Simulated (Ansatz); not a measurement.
Stepwise reaction of `[SH][AlH][SH]` with hydrogen fluoride, as a gas-phase model of exchange steps in deposition or etching. ΔE in kJ/mol; ΔG adds harmonic PBE0-D4 terms to CCSD(T)/CBS, at 1 bar.

Calculated with Ansatz (gas phase, PBE0-D4/def2-TZVP geometries, no zero-point term in ΔE). CBS: MP2 limit from def2 TZ/QZ plus the TZ coupled-cluster correction, frozen cores. This one scheme is used for every species. DFT in def2-TZVPP. B3LYP here is the variant with VWN-RPA as its local correlation; programs differ in this. Each species was taken in one conformer, which may not be the lowest.

```
step                                      reaction  PBE-D4  B3LYP-D4  ωB97M-V  CCSD(T)/CBS  ΔG(600 K)
   1  `[SH][AlH][SH]` + H–F → `[F][AlH][SH]` + H₂S   -61.5     -74.4    -72.4        -68.1      -80.3
   2    `[F][AlH][SH]` + H–F → `[F][AlH][F]` + H₂S   -62.9     -75.6    -73.2        -70.3      -76.5
```

By hand: ΔE of the 2 steps together at CCSD(T)/CBS.

(-68.1) + (-70.3) = -138.4 kJ/mol, or -69.2 kJ/mol a step.

In ΔE the steps differ by no more than 2.2 kJ/mol. All are downhill at CCSD(T)/CBS. ΔG lies between -80.3 and -76.5 kJ/mol a step. PBE-D4 differs from CCSD(T)/CBS by 6.6 to 7.4 kJ/mol a step. Isolated molecules leave out the surface, adducts and barriers. Largest T1 diagnostic: 0.013.
